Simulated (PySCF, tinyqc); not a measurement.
MP2 on RHF in the sto-6g basis, frozen core, for HF, spin multiplicity 1, step by step. The lowest restricted solution is unstable here: a spin-polarised one lies 0.0198 hartree lower (PySCF). One step of it, computed by the program tinyqc.

Task: Iteration 1: building the Fock matrix. J_ij = sum D_kl (ij|kl), K_ij = sum D_kl (ik|jl); F = H + J - 0.5 K; E = tr D H + tr D J / 2 - 0.25 tr D K + E_nn.

D at the start:
```
            1F 1s      1F 2s    1F 2px    1F 2py     1F 2pz      2H 1s
1F 1s    2.151595  -0.497455  0.000000  0.000000   0.007507  -0.011281
1F 2s   -0.497455   2.139599  0.000000  0.000000  -0.043269   0.050651
1F 2px   0.000000   0.000000  1.636375  0.000000   0.000000   0.000000
1F 2py   0.000000   0.000000  0.000000  1.636375   0.000000   0.000000
1F 2pz   0.007507  -0.043269  0.000000  0.000000   1.569216   0.171412
2H 1s   -0.011281   0.050651  0.000000  0.000000   0.171412   1.009513
```

core Hamiltonian H = T + V (hartree):
```
             1F 1s       1F 2s     1F 2px     1F 2py     1F 2pz      2H 1s
1F 1s   -40.815836   -9.099985   0.000000   0.000000  -0.007315  -0.726505
1F 2s    -9.099985  -10.784128   0.000000   0.000000  -0.086368  -1.792865
1F 2px    0.000000    0.000000  -8.600919   0.000000   0.000000   0.000000
1F 2py    0.000000    0.000000   0.000000  -8.600919   0.000000   0.000000
1F 2pz   -0.007315   -0.086368   0.000000   0.000000  -8.641937  -1.318186
2H 1s    -0.726505   -1.792865   0.000000   0.000000  -1.318186  -3.965171
```

Two-electron integrals (ij|kl) in chemists' order, unique and non-zero (hartree):
```
(11|11) 5.406240   (21|11) 0.768129   (21|21) 0.138909   (22|11) 1.266271
(22|21) 0.283987   (22|22) 0.926367   (31|31) 0.029452   (32|31) 0.044681
(32|32) 0.204753   (33|11) 1.266273   (33|21) 0.283987   (33|22) 0.926366
(33|33) 0.998085   (41|41) 0.029452   (42|41) 0.044681   (42|42) 0.204753
(43|43) 0.053789   (44|11) 1.266273   (44|21) 0.283987   (44|22) 0.926366
(44|33) 0.890506   (44|44) 0.998085   (51|51) 0.029452   (52|51) 0.044681
(52|52) 0.204753   (53|53) 0.053789   (54|54) 0.053789   (55|11) 1.266273
(55|21) 0.283987   (55|22) 0.926366   (55|33) 0.890506   (55|44) 0.890506
(55|55) 0.998085   (61|11) 0.064731   (61|21) 0.011234   (61|22) 0.022508
(61|33) 0.022471   (61|44) 0.022471   (61|51) 0.000488   (61|52) 0.000961
(61|55) 0.022581   (61|61) 0.000923   (62|11) 0.183255   (62|21) 0.041809
(62|22) 0.154613   (62|33) 0.152384   (62|44) 0.152384   (62|51) 0.003038
(62|52) 0.023962   (62|55) 0.159073   (62|61) 0.003390   (62|62) 0.033707
(63|31) 0.004380   (63|32) 0.025957   (63|53) 0.004889   (63|63) 0.004650
(64|41) 0.004380   (64|42) 0.025957   (64|54) 0.004889   (64|64) 0.004650
(65|11) 0.133994   (65|21) 0.030969   (65|22) 0.122283   (65|33) 0.117419
(65|44) 0.117419   (65|51) 0.006250   (65|52) 0.043071   (65|55) 0.132009
(65|61) 0.002605   (65|62) 0.032706   (65|65) 0.035994   (66|11) 0.388145
(66|21) 0.090169   (66|22) 0.384210   (66|33) 0.373608   (66|44) 0.373608
(66|51) 0.006922   (66|52) 0.078056   (66|55) 0.405412   (66|61) 0.007333
(66|62) 0.115945   (66|65) 0.129850   (66|66) 0.774999
```

nuclear repulsion = 3.52002579 hartree

Give: Coulomb J; exchange K; Fock matrix F; total energy of this density.

Result:

Coulomb J (hartree):
```
         1F 1s  1F 2s  1F 2px  1F 2py  1F 2pz  2H 1s
1F 1s   20.163  3.603   0.000   0.000   0.006  0.294
1F 2s    3.603  9.354   0.000   0.000   0.079  1.561
1F 2px   0.000  0.000   9.344   0.000   0.000  0.000
1F 2py   0.000  0.000   0.000   9.344   0.000  0.000
1F 2pz   0.006  0.079   0.000   0.000   9.375  1.254
2H 1s    0.294  1.561   0.000   0.000   1.254  4.258
```

exchange K (hartree):
```
         1F 1s  1F 2s  1F 2px  1F 2py  1F 2pz  2H 1s
1F 1s   11.308  1.783   0.000   0.000   0.003  0.165
1F 2s    1.783  3.047   0.000   0.000   0.028  0.626
1F 2px   0.000  0.000   2.272   0.000   0.000  0.000
1F 2py   0.000  0.000   0.000   2.272   0.000  0.000
1F 2pz   0.003  0.028   0.000   0.000   2.285  0.477
2H 1s    0.165  0.626   0.000   0.000   0.477  0.978
```

Fock matrix F (hartree):
```
          1F 1s   1F 2s  1F 2px  1F 2py  1F 2pz   2H 1s
1F 1s   -26.307  -6.389   0.000   0.000  -0.003  -0.515
1F 2s    -6.389  -2.953   0.000   0.000  -0.022  -0.544
1F 2px    0.000   0.000  -0.393   0.000   0.000   0.000
1F 2py    0.000   0.000   0.000  -0.393   0.000   0.000
1F 2pz   -0.003  -0.022   0.000   0.000  -0.410  -0.303
2H 1s    -0.515  -0.544   0.000   0.000  -0.303  -0.196
```

total energy of this density = -99.97825 hartree

This density is the starting one; it is not idempotent, so its energy is not variational and may lie below the converged one.
